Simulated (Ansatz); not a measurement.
# BPHO (doublet): from Hartree-Fock to the top rungs, cc-pVDZ

How much of the correlation energy of BPHO (doublet) does each wave-function method recover here?

Method: cc-pVDZ, core rule «outside noble gas», up to 7 orbitals frozen; program: Ansatz 0.2.0, Gaussian basis.

To be run: UHF; CCSD(T) on ROHF; CCSD(T) on UHF; BCCD(T) on ROHF; CISD; CCSDT(Q) on ROHF; CCSDT(Q) on UHF.

25 further runs of the same task are left out: 9 that didn't finish, 16 set aside as unsound or not needed.

### Step 1. The geometry

The geometry is a PBE0/def2-TZVP stationary point (not a proven minimum).

4 atoms, charge 0, spin multiplicity 2.

Atoms are counted from 1 here; the program's logs count them from 0.

Bond lengths: O1–B2 1.313 Å, O1–H4 0.963 Å, B2–P3 1.737 Å. Angles: B2–O1–H4 117.1°, O1–B2–P3 177.9°.

### Step 2. UHF

File in.yaml:

```yaml
crystal:
  periodic: [false, false, false]
  atoms:
    - {symbol: O, position_ang: [0.000010, -0.253523, 0.967945]}
    - {symbol: B, position_ang: [-0.000021, -0.179739, -0.342663]}
    - {symbol: P, position_ang: [0.000006, -0.144524, -2.078829]}
    - {symbol: H, position_ang: [0.000006, 0.577785, 1.453547]}
basis:
  gaussian: {orbitals: cc-pVDZ}
magnetization: {spin_polarized: true, initial_magnetization: 1}
hamiltonian: {xc: hf}
output: {orbitals: {seedname: orbitals}}
```

On the command line:

```console
ansatz run in.yaml --threads 1 --pin off --events-out ev --progress --plain --max-ram 2393MiB
```

The runs that follow: CCSD(T) on ROHF; CCSD(T) on UHF; BCCD(T) on ROHF; CISD; CCSDT(Q) on ROHF; CCSDT(Q) on UHF.

Q: Predict the results of all the runs planned. Wanted: UCCSDT(Q) from the RHF energy; RMP2 from UCCSDT(Q); UMP2 from UCCSDT(Q); RCCSD from UCCSDT(Q); RCCSD(T) from UCCSDT(Q); UCCSD(T) from UCCSDT(Q); RCCSDT(Q) from UCCSDT(Q); T1 diagnostic.

**Answer**, as computed:

| quantity | value |
| --- | --- |
| UCCSDT(Q) from the ROHF energy | -10.7055 eV |
| RMP2 from UCCSDT(Q) | +106.0 kJ/mol |
| UMP2 from UCCSDT(Q) | +107.8 kJ/mol |
| RCCSD from UCCSDT(Q) | +40.3 kJ/mol |
| RCCSD(T) from UCCSDT(Q) | +6.3 kJ/mol |
| UCCSD(T) from UCCSDT(Q) | +6.3 kJ/mol |
| RCCSDT(Q) from UCCSDT(Q) | +0.3 kJ/mol |
| levels within 1 kcal/mol (43 meV) | RCCSDT, UCCSDT, RCCSDT(Q) |
| T1 diagnostic | 0.021 |

RCCSD(T) misses by +6.3 kJ/mol, 0.6 % of the correlation energy. These misses are within one basis, not against nature; the frozen cores of restricted and unrestricted runs differ, which can shift their rows.

With open shells the CI space here admits some triples and quadruples, so it is larger than plain CISD.
